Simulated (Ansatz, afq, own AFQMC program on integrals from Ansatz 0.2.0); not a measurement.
# CH4Si (triplet): AFQMC on the coupled-cluster ladder at distance C1–H5 along a hydrogen transfer = 1.197 Å, cc-pVTZ

Aim: compute CH4Si (triplet) with auxiliary-field quantum Monte Carlo on the same integrals as coupled cluster, and set the energies side by side.

Program: Ansatz 0.2.0, Gaussian basis, and an in-house AFQMC program (afq) on its integrals; all values are calculated. Level of theory: cc-pVTZ, frozen cores. These are calculated values, not measurements.

Plan: CCSD(T) on UHF; CCSD(T) on UHF; PBE (unrestricted); CCSD(T) on UHF; r2SCAN (unrestricted); PBE0 (unrestricted); B3LYP (unrestricted); wB97M-V (unrestricted); B2PLYP (unrestricted); Phaseless AFQMC, CISD trial on UHF.

**1. What is computed**

The geometry derives from fragments relaxed apart (PBE0/def2-TZVP) and kept rigid, so it is no stationary point. A hydrogen atom is moved between rigid fragments.

6 atoms, charge 0, spin multiplicity 3.

Atoms are counted from 1 here; the program's logs count them from 0.

Bond lengths: C1–H2 1.090 Å, C1–H3 1.090 Å, C1–H4 1.090 Å, C1–H5 1.197 Å, H5–Si6 1.709 Å. Angles: H2–C1–H3 109.5°, H2–C1–H4 109.5°, H2–C1–H5 109.5°, H3–C1–H4 109.5°, H3–C1–H5 109.5°, H4–C1–H5 109.5°, C1–H5–Si6 180.0°.

**2. CCSD(T) on UHF**

in.yaml reads:

```yaml
crystal:
  periodic: [false, false, false]
  atoms:
    - {symbol: C, position_ang: [-1.851994, 0.000000, 0.000000]}
    - {symbol: H, position_ang: [-2.215199, 1.027301, 0.000000]}
    - {symbol: H, position_ang: [-2.215199, -0.513650, 0.889668]}
    - {symbol: H, position_ang: [-2.215199, -0.513650, -0.889669]}
    - {symbol: H, position_ang: [-0.654994, 0.000000, 0.000000]}
    - {symbol: Si, position_ang: [1.054006, 0.000000, 0.000000]}
basis:
  gaussian: {orbitals: cc-pVTZ}
magnetization: {spin_polarized: true, initial_magnetization: 2}
correlation: {method: ccsd_t, electrons: outside_noble_gas, hamiltonian_folder: ham}
```

Run with:

```sh
$ ansatz run in.yaml --threads 1 --pin off --events-out ev --progress --plain --max-ram 16896MiB --backend cuda --devices 0, --max-vram 18GiB
```

The log of the run (excerpt; [...] marks lines left out):

```text
Functional definition: HF
  name "HF"
  cite "Fock, Z. Phys. 61, 126 (1930) doi:10.1007/BF01340294"
  parent pbe
[...]
680 factors; integrals over basis functions are off by at most 1.1e-3 eV
[...]
mean field -8953.68845809 eV, -329.0419818068 hartree, gradient 3.8e-6 eV, S^2 2.029703; 7 other end points of the search recorded, 0 dependent functions left out
determinant -8953.68845809 eV, -329.0419818068 hartree, with singles and doubles -8962.06730450 eV, -329.3498987331 hartree
determinant -8952.71851339 eV, -329.0063369965 hartree, with singles and doubles -8961.22623697 eV, -329.3189900714 hartree
6 core orbitals not correlated: weight in the atoms' cores, before any rotation towards them, 1.000 or more for the frozen orbitals, at most 0.000 for the correlated occupied ones
reference -8953.68845809 eV, -329.0419818068 hartree; 7, 5 occupied and 107, 109 virtual orbitals, 680 factors
second order -7.23330223 eV of doubles, -0.00000000 eV of singles
cycle   1  -8.21520694 eV  change   -6.1e-1 eV  update   2.2e-2
[...]
cycle   9  -8.23359584 eV  change    6.8e-6 eV  update   1.5e-5
perturbative correction -0.30342554 eV, -0.0111506828 hartree
Total energy: -8962.22547947 eV, -329.3557115557 hartree
```

Run time: 3.7 s. Hardware: 1 × NVIDIA H100 80GB HBM3 with 1 thread of AMD EPYC 7R13 (Zen 3), shared host; peak host memory 1.7 GiB.

From the report: ⟨S²⟩ of the determinant 2.030 (pure triplet: 2.00); correlation -8.5370 eV; T1 0.017; largest double amplitude 0.08.

This run also writes the integrals to the folder ham.

**3. CCSD(T) on UHF**

in.yaml, as its differences from that of step 2:

```diff
@@ -10,4 +10,4 @@
 basis:
-  gaussian: {orbitals: cc-pVTZ}
+  gaussian: {orbitals: def2-TZVPP}
 magnetization: {spin_polarized: true, initial_magnetization: 2}
-correlation: {method: ccsd_t, electrons: outside_noble_gas, hamiltonian_folder: ham}
+correlation: {method: ccsd_t, electrons: outside_noble_gas}
```

Launched as before.

The log of the run (excerpt; [...] marks lines left out):

```text
Functional definition: HF
  name "HF"
  cite "Fock, Z. Phys. 61, 126 (1930) doi:10.1007/BF01340294"
  parent pbe
[...]
737 factors; integrals over basis functions are off by at most 1.1e-3 eV
[...]
mean field -8953.57045618 eV, -329.0376453166 hartree, gradient 7.1e-6 eV, S^2 2.030886; 7 other end points of the search recorded, 0 dependent functions left out
determinant -8953.57045618 eV, -329.0376453166 hartree, with singles and doubles -8961.94179251 eV, -329.3452862524 hartree
determinant -8952.60263604 eV, -329.0020785825 hartree, with singles and doubles -8961.10458133 eV, -329.3145193089 hartree
6 core orbitals not correlated: weight in the atoms' cores, before any rotation towards them, 1.000 or more for the frozen orbitals, at most 0.000 for the correlated occupied ones
reference -8953.57045618 eV, -329.0376453166 hartree; 7, 5 occupied and 116, 118 virtual orbitals, 737 factors
second order -7.22111051 eV of doubles, -0.00000000 eV of singles
cycle   1  -8.20974884 eV  change   -6.1e-1 eV  update   2.2e-2
[...]
cycle  10  -8.22982762 eV  change   -1.7e-7 eV  update   5.1e-6
perturbative correction -0.30373708 eV, -0.0111621317 hartree
Total energy: -8962.10402088 eV, -329.3512480350 hartree
```

It took 3.6 s on 1 × NVIDIA H100 80GB HBM3 with 1 thread of AMD EPYC 7R13 (Zen 3), shared host; peak host memory 1.7 GiB.

From the report: ⟨S²⟩ of the determinant 2.031 (pure triplet: 2.00); correlation -8.5336 eV; T1 0.018; largest double amplitude 0.07.

**4. PBE (unrestricted)**

in.yaml, as its differences from that of step 3:

```diff
@@ -10,4 +10,5 @@
 basis:
-  gaussian: {orbitals: def2-TZVPP}
+  gaussian: {orbitals: cc-pVTZ}
 magnetization: {spin_polarized: true, initial_magnetization: 2}
-correlation: {method: ccsd_t, electrons: outside_noble_gas}
+hamiltonian: {xc: {name: PBE}}
+output: {orbitals: {seedname: orbitals}}
```

Run with:

```sh
$ ansatz run in.yaml --threads 1 --pin off --events-out ev --progress --plain --max-ram 5632MiB --backend cpu
```

The log of the run:

```text
Functional definition: PBE
  name "PBE"
  cite "Perdew, Burke & Ernzerhof, Phys. Rev. Lett. 77, 3865 (1996) doi:10.1103/PhysRevLett.77.3865"
  parent pbe
  parameter kappa = 0.804
  parameter beta = 0.06672455060314922
  exchange = pbe_x(kappa = kappa, mu = beta*pi^2/3)
  correlation = pbe_c(beta = beta)
679 factors; their error is unknown
mean field evaluation 1: about -8960.8051 eV, gradient 4.4e1 eV
mean field evaluation 2: about -8891.6722 eV, gradient 9.3e1 eV
mean field evaluation 4: about -8970.7228 eV, gradient 7.3e0 eV
mean field evaluation 8: about -8971.1940 eV, gradient 2.1e-1 eV
mean field evaluation 16: about -8971.1651 eV, gradient 3.8e-4 eV
mean field evaluation 32: about -8970.0419 eV, gradient 6.2e0 eV
mean field evaluation 64: about -8971.0583 eV, gradient 3.0e0 eV
mean field -8971.16514365 eV, -329.6842381548 hartree, gradient 4.7e-5 eV, S^2 2.005619; 6 other end points of the search recorded, 0 dependent functions left out
reference -8971.16517768 eV, -329.6842394055 hartree; 13, 11 occupied and 107, 109 virtual orbitals, 679 factors
Total energy: -8971.16517768 eV, -329.6842394055 hartree
```

It took 8 s on 1 thread of AMD EPYC 7R13 (Zen 3), shared host; peak memory 1.7 GiB.

From the report: ⟨S²⟩ of the determinant 2.006 (pure triplet: 2.00).

**5. CCSD(T) on UHF**

in.yaml, as its differences from that of step 4:

```diff
@@ -10,5 +10,4 @@
 basis:
-  gaussian: {orbitals: cc-pVTZ}
+  gaussian: {orbitals: "def2-QZVPP.json"}
 magnetization: {spin_polarized: true, initial_magnetization: 2}
-hamiltonian: {xc: {name: PBE}}
-output: {orbitals: {seedname: orbitals}}
+correlation: {method: ccsd_t, electrons: outside_noble_gas}
```

Run with:

```sh
$ ansatz run in.yaml --threads 1 --pin off --events-out ev --progress --plain --max-ram 16896MiB --backend cuda --devices 0, --max-vram 18GiB
```

The log of the run (excerpt; [...] marks lines left out):

```text
Functional definition: HF
  name "HF"
  cite "Fock, Z. Phys. 61, 126 (1930) doi:10.1007/BF01340294"
  parent pbe
[...]
1440 factors; integrals over basis functions are off by at most 1.2e-3 eV
[...]
mean field -8953.84949477 eV, -329.0478997957 hartree, gradient 2.6e-6 eV, S^2 2.031346; 7 other end points of the search recorded, 0 dependent functions left out
determinant -8953.84949477 eV, -329.0478997957 hartree, with singles and doubles -8962.67480596 eV, -329.3722239999 hartree
determinant -8952.88311215 eV, -329.0123858893 hartree, with singles and doubles -8961.85254024 eV, -329.3420062919 hartree
6 core orbitals not correlated: weight in the atoms' cores, before any rotation towards them, 1.000 or more for the frozen orbitals, at most 0.000 for the correlated occupied ones
reference -8953.84949477 eV, -329.0478997957 hartree; 7, 5 occupied and 234, 236 virtual orbitals, 1440 factors
second order -7.67195180 eV of doubles, -0.00000000 eV of singles
cycle   1  -8.53077359 eV  change   -8.0e-1 eV  update   2.6e-2
[...]
cycle  10  -8.56465976 eV  change    3.5e-7 eV  update   6.8e-6
perturbative correction -0.33789799 eV, -0.0124175223 hartree
Total energy: -8962.75205253 eV, -329.3750627588 hartree
```

Wall time 11 s (1 × NVIDIA H100 80GB HBM3 with 1 thread of AMD EPYC 7R13 (Zen 3), shared host); peak host memory 1.7 GiB.

From the report: ⟨S²⟩ of the determinant 2.031 (pure triplet: 2.00); correlation -8.9026 eV; T1 0.018; largest double amplitude 0.06.

**6. r2SCAN (unrestricted)**

in.yaml, as its differences from that of step 5:

```diff
@@ -10,4 +10,4 @@
 basis:
-  gaussian: {orbitals: "def2-QZVPP.json"}
+  gaussian: {orbitals: cc-pVTZ}
 magnetization: {spin_polarized: true, initial_magnetization: 2}
-correlation: {method: ccsd_t, electrons: outside_noble_gas}
+hamiltonian: {xc: {name: r2SCAN}}
```

Run with:

```sh
$ ansatz run in.yaml --threads 1 --pin off --events-out ev --progress --plain --max-ram 5632MiB --backend cpu
```

The log of the run (excerpt; [...] marks lines left out):

```text
Functional definition: r2SCAN
  name "r2SCAN"
  cite "Furness, Kaplan, Ning, Perdew & Sun, J. Phys. Chem. Lett. 11, 8208 (2020) doi:10.1021/acs.jpclett.0c02405"
  cite "Furness, Kaplan, Ning, Perdew & Sun, J. Phys. Chem. Lett. 11, 9248 (2020) doi:10.1021/acs.jpclett.0c03077"
  parent r2scan
[...]
679 factors; their error is unknown
[...]
mean field -8975.38318662 eV, -329.8392483750 hartree, gradient 3.0e-5 eV, S^2 2.012783; 6 other end points of the search recorded, 0 dependent functions left out
reference -8975.38319808 eV, -329.8392487962 hartree; 13, 11 occupied and 107, 109 virtual orbitals, 679 factors
Total energy: -8975.38319808 eV, -329.8392487962 hartree
```

Wall time 16 s (1 thread of AMD EPYC 7R13 (Zen 3), shared host); peak memory 1.7 GiB.

From the report: ⟨S²⟩ of the determinant 2.013 (pure triplet: 2.00).

**7. PBE0 (unrestricted)**

in.yaml, as its differences from that of step 6:

```diff
@@ -12,2 +12,3 @@
 magnetization: {spin_polarized: true, initial_magnetization: 2}
-hamiltonian: {xc: {name: r2SCAN}}
+hamiltonian: {xc: {name: PBE0}}
+output: {orbitals: {seedname: orbitals}}
```

Same command.

The log of the run:

```text
Functional definition: PBE0
  name "PBE0"
  cite "Adamo & Barone, J. Chem. Phys. 110, 6158 (1999) doi:10.1063/1.478522"
  cite "Perdew, Burke & Ernzerhof, Phys. Rev. Lett. 77, 3865 (1996) doi:10.1103/PhysRevLett.77.3865"
  parent pbe
  parameter a = 0.25
  parameter kappa = 0.804
  parameter beta = 0.06672455060314922
  exchange = (1 - a)*pbe_x(kappa = kappa, mu = beta*pi^2/3) + a*exact_x
  correlation = pbe_c(beta = beta)
697 factors; their error is unknown
mean field evaluation 1: about -8965.1455 eV, gradient 3.5e1 eV
mean field evaluation 2: about -8954.9749 eV, gradient 5.0e1 eV
mean field evaluation 4: about -8971.2311 eV, gradient 1.7e0 eV
mean field evaluation 8: about -8971.2592 eV, gradient 2.2e-1 eV
mean field evaluation 16: about -8972.0746 eV, gradient 8.0e-2 eV
mean field -8972.10365948 eV, -329.7187279756 hartree, gradient 3.8e-5 eV, S^2 2.007744; 2 other end points of the search recorded, 0 dependent functions left out
reference -8972.10368494 eV, -329.7187289111 hartree; 13, 11 occupied and 107, 109 virtual orbitals, 697 factors
Total energy: -8972.10368494 eV, -329.7187289111 hartree
```

Wall time 3.5 s (1 thread of AMD EPYC 7R13 (Zen 3), shared host); peak memory 2 GiB.

From the report: ⟨S²⟩ of the determinant 2.008 (pure triplet: 2.00).

**8. B3LYP (unrestricted)**

in.yaml, as its differences from that of step 7:

```diff
@@ -12,3 +12,2 @@
 magnetization: {spin_polarized: true, initial_magnetization: 2}
-hamiltonian: {xc: {name: PBE0}}
-output: {orbitals: {seedname: orbitals}}
+hamiltonian: {xc: {name: B3LYP}}
```

The command is unchanged.

The log of the run (excerpt; [...] marks lines left out):

```text
Functional definition: B3LYP
  name "B3LYP"
  cite "Stephens, Devlin, Chabalowski & Frisch, J. Phys. Chem. 98, 11623 (1994) doi:10.1021/j100096a001"
  cite "Becke, Phys. Rev. A 38, 3098 (1988) doi:10.1103/PhysRevA.38.3098"
  cite "Lee, Yang & Parr, Phys. Rev. B 37, 785 (1988) doi:10.1103/PhysRevB.37.785"
  cite "Vosko, Wilk & Nusair, Can. J. Phys. 58, 1200 (1980) doi:10.1139/p80-159"
[...]
688 factors; their error is unknown
[...]
mean field -8977.60969276 eV, -329.9210709667 hartree, gradient 1.7e-5 eV, S^2 2.005078; 4 other end points of the search recorded, 0 dependent functions left out
reference -8977.60990488 eV, -329.9210787618 hartree; 13, 11 occupied and 107, 109 virtual orbitals, 688 factors
Total energy: -8977.60990488 eV, -329.9210787618 hartree
```

Wall time 8 s (1 thread of AMD EPYC 7R13 (Zen 3), shared host); peak memory 2 GiB.

From the report: ⟨S²⟩ of the determinant 2.005 (pure triplet: 2.00).

**9. wB97M-V (unrestricted)**

in.yaml, as its differences from that of step 8:

```diff
@@ -12,2 +12,3 @@
 magnetization: {spin_polarized: true, initial_magnetization: 2}
-hamiltonian: {xc: {name: B3LYP}}
+hamiltonian: {xc: {name: wB97M-V}}
+output: {orbitals: {seedname: orbitals}}
```

The command is unchanged.

The log of the run (excerpt; [...] marks lines left out):

```text
Functional definition: wB97M-V
  name "wB97M-V"
  cite "Mardirossian & Head-Gordon, J. Chem. Phys. 144, 214110 (2016) doi:10.1063/1.4952647"
  cite "Becke, J. Chem. Phys. 107, 8554 (1997) doi:10.1063/1.475007"
  cite "Vydrov & Van Voorhis, J. Chem. Phys. 133, 244103 (2010) doi:10.1063/1.3521275"
  # Of w^i u^j: cxij and so on, Table III.
[...]
  gx(w, u) = 1 - cx + cx01*u + cx10*w
  gss(w, u) = css00 + css04*u^4 + css10*w + css20*w^2 + css43*w^4*u^3
  gos(w, u) = cos00 + cos10*w + (cos20 + cos21*u)*w^2 + (cos60 + cos61*u)*w^6
[...]
      + integral(e_c_pw_mod_opposite_spin*gos(b97_w_opposite, b97_u_opposite)) + vv10(b, c)
688 factors; their error is unknown
175 factors; integrals over basis functions are off by at most 9.9e-5 eV
[...]
mean field -8975.24379666 eV, -329.8341258884 hartree, gradient 3.6e-5 eV, S^2 2.002985; 2 other end points of the search recorded, 0 dependent functions left out
reference -8975.24383276 eV, -329.8341272153 hartree; 13, 11 occupied and 107, 109 virtual orbitals, 688 factors
Total energy: -8975.24383276 eV, -329.8341272153 hartree
```

It took 13 s on 1 thread of AMD EPYC 7R13 (Zen 3), shared host; peak memory 2 GiB.

From the report: ⟨S²⟩ of the determinant 2.003 (pure triplet: 2.00).

**10. B2PLYP (unrestricted)**

in.yaml, as its differences from that of step 9:

```diff
@@ -12,3 +12,3 @@
 magnetization: {spin_polarized: true, initial_magnetization: 2}
-hamiltonian: {xc: {name: wB97M-V}}
-output: {orbitals: {seedname: orbitals}}
+hamiltonian: {xc: {name: B2PLYP}}
+correlation: {electrons: outside_noble_gas}
```

The command is unchanged.

The log of the run (excerpt; [...] marks lines left out):

```text
Functional definition: B2PLYP
  name "B2PLYP"
  cite "Grimme, J. Chem. Phys. 124, 034108 (2006) doi:10.1063/1.2148954"
  cite "Becke, Phys. Rev. A 38, 3098 (1988) doi:10.1103/PhysRevA.38.3098"
  cite "Lee, Yang & Parr, Phys. Rev. B 37, 785 (1988) doi:10.1103/PhysRevB.37.785"
[...]
680 factors; integrals over basis functions are off by at most 1.1e-3 eV
[...]
mean field -8970.00394204 eV, -329.6415647828 hartree, gradient 3.8e-6 eV, S^2 2.009731; 3 other end points of the search recorded, 0 dependent functions left out
6 core orbitals not correlated: weight in the atoms' cores, before any rotation towards them, 1.000 or more for the frozen orbitals, at most 0.000 for the correlated occupied ones
reference -8970.00407580 eV, -329.6415696987 hartree; 7, 5 occupied and 107, 109 virtual orbitals, 680 factors
second order -8.92068581 eV of doubles, -0.00000000 eV of singles
Total energy: -8972.41266097 eV, -329.7300835710 hartree
```

Run time: 5.5 s. Hardware: 1 thread of AMD EPYC 7R13 (Zen 3), shared host; peak memory 2 GiB.

From the report: ⟨S²⟩ of the determinant 2.010 (pure triplet: 2.00).

**11. Phaseless AFQMC, CISD trial on UHF**

It reads the integrals that the CCSD(T) run on this determinant wrote.

Run with:

```sh
$ afq ham --method phaseless --trial cisd --walkers 600 --populations 10 --least-time 60 --time-step 0.005 --steps-per-block 50 --equilibration-blocks 28 --max-blocks 4000 --target-error 0.00021 --factor-cut 1e-05 --start spin_pure --seed 891 --release-times 0.24,0.51,0.99,1.62,2.4 --release-step 0.03 --release-every 3 --taylor-order 6
```

The log of the run:

```text
orbitals 114  electrons 7 5  factors 671 of 680
reference energy -329.04198181 Eh
CCSD correlation -0.30257921 Eh in 12 cycles, weight of the determinant in the CISD state 0.8606
energy of the start -329.342706 Eh
 block  time / (1/Eh)  mean weight  energy / Eh
     1     0.250  1.0010  -329.340090
     2     0.500  1.0008  -329.343510
     3     0.750  0.9996  -329.347561
     4     1.000  0.9992  -329.349786
     5     1.250  0.9999  -329.351704
     6     1.500  1.0007  -329.353322
     7     1.750  0.9995  -329.352381
     8     2.000  1.0001  -329.354556
     9     2.250  0.9998  -329.355757
    10     2.500  0.9999  -329.354298
    13     3.250  0.9994  -329.357079
    17     4.250  1.0001  -329.357477
    21     5.250  0.9999  -329.357181
    25     6.250  0.9995  -329.355387
    29     7.250  1.0003  -329.356128
    33     8.250  1.0000  -329.357549
    37     9.250  1.0009  -329.355182
    41    10.250  0.9997  -329.354068
    45    11.250  1.0003  -329.355367
    49    12.250  0.9996  -329.356254
    53    13.250  1.0004  -329.356406
    57    14.250  0.9980  -329.355907
    61    15.250  0.9999  -329.355787
    65    16.250  1.0001  -329.357381
    69    17.250  0.9999  -329.354449
    73    18.250  0.9997  -329.356906
    77    19.250  1.0005  -329.358660
    81    20.250  0.9996  -329.355674
    85    21.250  1.0002  -329.362034
    89    22.250  1.0006  -329.360813
    93    23.250  1.0012  -329.358088
    97    24.250  0.9993  -329.358887
   101    25.250  1.0015  -329.356512
   105    26.250  0.9998  -329.355115
   109    27.250  1.0011  -329.354197
   113    28.250  1.0000  -329.355730
   117    29.250  1.0007  -329.355685
   121    30.250  1.0002  -329.356597
   125    31.250  1.0005  -329.355912
   129    32.250  1.0005  -329.359676
   133    33.250  1.0004  -329.359542
   137    34.250  1.0000  -329.356719
   141    35.250  0.9998  -329.358348
   145    36.250  0.9998  -329.354898
   149    37.250  1.0001  -329.356445
   153    38.250  0.9996  -329.358219
   157    39.250  1.0000  -329.357473
   161    40.250  1.0010  -329.355546
   165    41.250  0.9994  -329.357827
error from the spread of 10 populations
released: time / (1/Eh)  energy / Eh  error  mean overlap
  0.24  -329.357382  0.000235  0.9940
  0.51  -329.357260  0.000198  0.9923
  0.99  -329.357292  0.000264  0.9849
  1.62  -329.357542  0.000192  0.9622
  2.40  -329.357252  0.000195  0.9632
energy -329.356988 +/- 0.000190 Eh
```

Wall time 92 s (1 × NVIDIA H100 80GB HBM3 with 2 threads of AMD EPYC 7R13 (Zen 3), shared host); peak host memory 2 GiB.

Energy -8962.2602 ± 0.0052 eV. Caveats: constraint bias not in the error.

**12. All levels side by side**

On the UHF determinant, counted from CCSD(T) (a yardstick, not exact):

```
                                               level  energy (eV)  from CCSD(T) (meV)  statistical error (meV)  time
                                                  HF   -8953.6885             +8537.0                               
                                                 MP2   -8960.9218             +1303.7                               
                                                CCSD   -8961.9221              +303.4                               
                                             CCSD(T)   -8962.2255                 0.0                               
Phaseless AFQMC, CISD trial, step 0.005, 600 walkers   -8962.2602               -34.7                      5.2  92 s
```

The functionals' totals stand on their own zeros and serve differences with other points: PBE -8971.165 eV; r2SCAN -8975.383 eV; PBE0 -8972.104 eV; B3LYP -8977.610 eV; wB97M-V -8975.244 eV; B2PLYP -8972.413 eV.

**13. Summary of results**

```
                                       quantity            value
Phaseless AFQMC, CISD trial on UHF from CCSD(T)  -34.7 ± 5.2 meV
```

In words: On UHF the phaseless walk with the CISD trial lies -34.7 meV from CCSD(T), 7 times its error bar. Error bars are statistical and leave out the constraint, the time step and what remains of the start.
